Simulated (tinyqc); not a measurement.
Inside a calculation. Method: G0W0 on RHF in the sto-6g basis, for OH-, spin multiplicity 1. The basis has no diffuse functions, so it cannot describe the extra electron: this is an exercise in the method, not the real anion. One step of it, computed by the program tinyqc.

Problem. Integrals over molecular orbitals. (pq|rs) = sum C_ip C_jq C_kr C_ls (ij|kl), one index at a time.

coefficients C:
```
              MO1        MO2        MO3       MO4        MO5        MO6
1O 1s    0.996889  -0.240219   0.066687  0.000000   0.000000  -0.051616
1O 2s    0.013365   0.970586  -0.362094  0.000000   0.000000   0.291815
1O 2px   0.000000   0.000000   0.000000  0.999414  -0.034222   0.000000
1O 2py   0.000000   0.000000   0.000000  0.034222   0.999414   0.000000
1O 2pz   0.001225  -0.005919   0.475920  0.000000   0.000000   0.925420
2H 1s   -0.002258   0.156003   0.781104  0.000000   0.000000  -0.738789
```

core Hamiltonian H = T + V (hartree):
```
             1O 1s      1O 2s     1O 2px     1O 2py     1O 2pz      2H 1s
1O 1s   -32.338491  -7.141468   0.000000   0.000000  -0.008918  -0.783306
1O 2s    -7.141468  -8.564472   0.000000   0.000000  -0.105361  -1.914219
1O 2px    0.000000   0.000000  -6.856010   0.000000   0.000000   0.000000
1O 2py    0.000000   0.000000   0.000000  -6.856010   0.000000   0.000000
1O 2pz   -0.008918  -0.105361   0.000000   0.000000  -6.914134  -1.503318
2H 1s    -0.783306  -1.914219   0.000000   0.000000  -1.503318  -3.700083
```

Two-electron integrals (ij|kl) in chemists' order, unique and non-zero (hartree):
```
(11|11) 4.787491   (21|11) 0.675884   (21|21) 0.121505   (22|11) 1.117379
(22|21) 0.249212   (22|22) 0.817383   (31|31) 0.025762   (32|31) 0.039145
(32|32) 0.180664   (33|11) 1.117381   (33|21) 0.249212   (33|22) 0.817382
(33|33) 0.880663   (41|41) 0.025762   (42|41) 0.039145   (42|42) 0.180664
(43|43) 0.047461   (44|11) 1.117381   (44|21) 0.249212   (44|22) 0.817382
(44|33) 0.785741   (44|44) 0.880663   (51|51) 0.025762   (52|51) 0.039145
(52|52) 0.180664   (53|53) 0.047461   (54|54) 0.047461   (55|11) 1.117381
(55|21) 0.249212   (55|22) 0.817382   (55|33) 0.785741   (55|44) 0.785741
(55|55) 0.880663   (61|11) 0.078181   (61|21) 0.013488   (61|22) 0.027118
(61|33) 0.027061   (61|44) 0.027061   (61|51) 0.000662   (61|52) 0.001303
(61|55) 0.027230   (61|61) 0.001526   (62|11) 0.216718   (62|21) 0.049143
(62|22) 0.181925   (62|33) 0.178768   (62|44) 0.178768   (62|51) 0.003952
(62|52) 0.030808   (62|55) 0.188239   (62|61) 0.005501   (62|62) 0.053603
(63|31) 0.005094   (63|32) 0.029841   (63|53) 0.006162   (63|63) 0.007008
(64|41) 0.005094   (64|42) 0.029841   (64|54) 0.006162   (64|64) 0.007008
(65|11) 0.169457   (65|21) 0.038924   (65|22) 0.153492   (65|33) 0.146937
(65|44) 0.146937   (65|51) 0.007723   (65|52) 0.053485   (65|55) 0.166602
(65|61) 0.004526   (65|62) 0.054918   (65|65) 0.062481   (66|11) 0.403479
(66|21) 0.093151   (66|22) 0.396392   (66|33) 0.382465   (66|44) 0.382465
(66|51) 0.008325   (66|52) 0.091756   (66|55) 0.424244   (66|61) 0.010484
(66|62) 0.158757   (66|65) 0.184731   (66|66) 0.774999
```

Give: one-electron integrals over orbitals h = C^T H C; Two-electron integrals over orbitals.

Solution.

one-electron integrals over orbitals h = C^T H C (hartree):
```
          1        2        3        4        5        6
1  -32.3258   0.6251  -0.1705   0.0000   0.0000   0.1359
2    0.6251  -7.2113   0.6564   0.0000   0.0000  -0.6673
3   -0.1705   0.6564  -4.8261   0.0000   0.0000  -1.5821
4    0.0000   0.0000   0.0000  -6.8560   0.0000   0.0000
5    0.0000   0.0000   0.0000   0.0000  -6.8560   0.0000
6    0.1359  -0.6673  -1.5821   0.0000   0.0000  -5.7760
```

Two-electron integrals over orbitals (pq|rs), unique and non-zero (hartree):
```
(11|11) 4.7637      (21|11) -0.4662     (21|21) 0.0732      (22|11) 1.0825
(22|21) -0.0205     (22|22) 0.7517      (31|11) 0.1322      (31|21) -0.0209
(31|22) 0.0064      (31|31) 0.0125      (32|11) -0.1706     (32|21) 0.0060
(32|22) -0.0706     (32|31) 0.0089      (32|32) 0.1077      (33|11) 0.6458
(33|21) -0.0049     (33|22) 0.5422      (33|31) -1.81e-04   (33|32) 0.0294
(33|33) 0.6132      (41|41) 0.0267      (42|41) 0.0347      (42|42) 0.1622
(43|41) -0.0089     (43|42) -0.0368     (43|43) 0.0252      (44|11) 1.1171
(44|21) -0.0126     (44|22) 0.7794      (44|31) 0.0034      (44|32) -0.0921
(44|33) 0.5224      (44|44) 0.8807      (51|51) 0.0267      (52|51) 0.0347
(52|52) 0.1622      (53|51) -0.0089     (53|52) -0.0368     (53|53) 0.0252
(54|54) 0.0475      (55|11) 1.1171      (55|21) -0.0126     (55|22) 0.7794
(55|31) 0.0034      (55|32) -0.0921     (55|33) 0.5224      (55|44) 0.7857
(55|55) 0.8807      (61|11) -0.1038     (61|21) 0.0164      (61|22) -0.0036
(61|31) 0.0073      (61|32) 0.0200      (61|33) -0.0037     (61|44) -0.0027
(61|55) -0.0027     (61|61) 0.0255      (62|11) 0.1348      (62|21) -0.0044
(62|22) 0.0688      (62|31) 0.0158      (62|32) 0.0587      (62|33) 0.0031
(62|44) 0.0734      (62|55) 0.0734      (62|61) 0.0246      (62|62) 0.1137
(63|11) 0.3137      (63|21) -0.0043     (63|22) 0.1696      (63|31) -0.0023
(63|32) -0.1002     (63|33) -0.0283     (63|44) 0.1853      (63|55) 0.1853
(63|61) -0.0077     (63|62) 0.0151      (63|63) 0.1875      (64|41) 0.0067
(64|42) 0.0275      (64|43) 0.0158      (64|64) 0.0378      (65|51) 0.0067
(65|52) 0.0275      (65|53) 0.0158      (65|65) 0.0378      (66|11) 0.9453
(66|21) -0.0112     (66|22) 0.6768      (66|31) 0.0090      (66|32) -0.0026
(66|33) 0.5986      (66|44) 0.6708      (66|55) 0.6708      (66|61) 0.0081
(66|62) 0.0740      (66|63) 0.0851      (66|66) 0.7052
```
